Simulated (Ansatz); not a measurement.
Bond stretch in BeH, doublet.

- ROHF/aug-cc-pVQZ (Ansatz, a program for electronic structure)
- ROMP2 = MP2 on ROHF/aug-cc-pVQZ, frozen core (Ansatz)
- ROCCSD = CCSD on ROHF/aug-cc-pVQZ, frozen core (Ansatz)
- ROCCSD(T) = CCSD(T) on ROHF/aug-cc-pVQZ, frozen core (Ansatz)
- UHF/aug-cc-pVQZ (Ansatz)
- UMP2 = MP2 on UHF/aug-cc-pVQZ, frozen core run with Ansatz
- UCCSD = CCSD on UHF/aug-cc-pVQZ, frozen core (Ansatz)
- UCCSD(T) = Ansatz with CCSD(T) on UHF/aug-cc-pVQZ, frozen core
- UKS-PBE = unrestricted PBE/aug-cc-pVQZ in Ansatz
- UKS-CAM-B3LYP = unrestricted CAM-B3LYP/aug-cc-pVQZ run with Ansatz
- FCI = full CI/aug-cc-pVQZ, frozen core (Ansatz)

All curves are set to zero at 1.36 Å and compared with full CI in the same basis at 1.36, 1.38, 1.41, 1.49, 1.57, 1.65, 1.85, 2.05, 2.26, 2.43, 2.70, 3.02, 3.27, 3.69, 4.15, 4.70, 5.42 Å.

Which method stays most parallel to full CI over these points, and which least?

UCCSD(T) has the smallest spread and ROHF the largest. In order (kJ/mol): UCCSD(T) 1.07, ROCCSD(T) 1.78, UCCSD 3.16, ROCCSD 5.90, UHF 12.69, UKS-PBE 28.26, UMP2 32.31, UKS-CAM-B3LYP 34.16, ROMP2 45.24, ROHF 53.92.

Errors against full CI at some of the points (kJ/mol):

```csv
method,1.65 Å,2.05 Å,2.70 Å,3.27 Å,5.42 Å
UCCSD(T),0.3,0.5,-0.1,-0.4,-0.5
ROCCSD(T),0.3,1.2,-0.1,-0.5,-0.6
UCCSD,0.7,1.0,-0.9,-1.7,-2.0
ROCCSD,0.9,3.7,-0.5,-1.7,-2.2
UHF,5.5,12.7,0.9,1.5,1.5
UKS-PBE,-2.8,-3.5,13.4,22.9,24.2
UMP2,5.3,25.0,31.4,29.6,26.8
UKS-CAM-B3LYP,3.6,10.6,24.1,32.0,34.1
ROMP2,5.8,24.0,23.8,17.6,16.6
ROHF,7.3,32.3,16.3,4.9,1.3
```

The T1 diagnostic of CCSD on the restricted reference of ROMP2, ROCCSD, ROCCSD(T) exceeds 0.045 at 1.85 to 2.70 Å. The unrestricted determinant behind UHF, UMP2, UCCSD, UCCSD(T) is spin-contaminated at 2.05 to 5.42 Å (<S²> up to 1.0, against 0.75 for a pure doublet).
